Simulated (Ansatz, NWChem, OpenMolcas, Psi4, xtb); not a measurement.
## Loss of HF: SiH2F2 → SiHF + HF

Gas-phase species: SiH2F2 `F[SiH2]F`, singlet; SiHF `F[SiH]`, singlet; HF (hydrogen fluoride), singlet. This is a balance of energies; it says nothing on the path, which may need atoms to shift.

Shapes, held fixed at every level: PBE0-D4/def2-TZVP. Programs: NWChem 7.3.0, OpenMolcas 26.06, xtb 6.7.1. Electronic energies: no zero-point or thermal term.

| level | kind | ΔE (kJ/mol) |
| --- | --- | --- |
| GFN2-xTB | semi-empirical | +404.6 |
| HF/STO-3G | Hartree–Fock | +337.8 |
| HF/3-21G | Hartree–Fock | +341.8 |
| HF/def2-SVP | Hartree–Fock | +349.0 |
| PBE0/def2-SVP | global hybrid | +350.1 |
| B3LYP/6-31G* (Cartesian functions) | global hybrid | +378.7 |

B3LYP/6-31G* (Cartesian functions) gives ΔE = +378.7 kJ/mol; the levels span +337.8 to +404.6. The median of the levels is +349.6. No measured value is set beside it here. B3LYP/6-31G* (Cartesian functions) lies outside the range of the other correlated levels here, so it shouldn't be taken on trust. Rows in sets without polarisation functions are far from converged.
